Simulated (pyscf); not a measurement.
# Routes from HO–Zn–Cl + H₂

Candidate steps break at most two bonds and form at most two. Each was searched with GFN2-xTB (tblite) first. Optimised with ωB97X-D3(BJ)/def2-SVP in PySCF. Energies: ωB97M-D3(BJ)/def2-TZVP, eV, from the separated reactants, singlet surface; ΔG‡ with ideal gas, 1 atm, RRHO with modes under 100 cm⁻¹ raised to 100, one conformer, R ln 2 for chiral ones without a mode under 150 cm⁻¹.

```json
[
 {"products": "H₂O + Cl–ZnH", "type": "four-centre exchange", "ΔE‡": "0.94", "ΔE": "+0.01", "ΔG‡ 298 K": "1.30", "ΔG‡ 900 K": "2.05", "ν‡ (cm⁻¹)": "1237i"},
 {"products": "HO–ZnH + HCl", "type": "four-centre exchange", "ΔE‡": "1.56", "ΔE": "+1.01", "ΔG‡ 298 K": "1.88", "ΔG‡ 900 K": "2.61", "ν‡ (cm⁻¹)": "1046i"}
]
```

Row 1: On the product side the descent ends in an adduct with a O–Zn contact (not fully relaxed), 0.56 eV under the separated species and 1.42 eV under the saddle at ωB97X-D3(BJ)/def2-TZVP. Row 2: On the product side the descent ends in a complex, 0.20 eV under the separated species and 0.64 eV under the saddle at ωB97X-D3(BJ)/def2-TZVP. 

Plain bond fissions and candidates not yet searched are not listed, and one of them may be faster. Each barrier is that of the saddle found; lower ones may exist. Elements up to Kr have no core potential and no relativistic terms here.
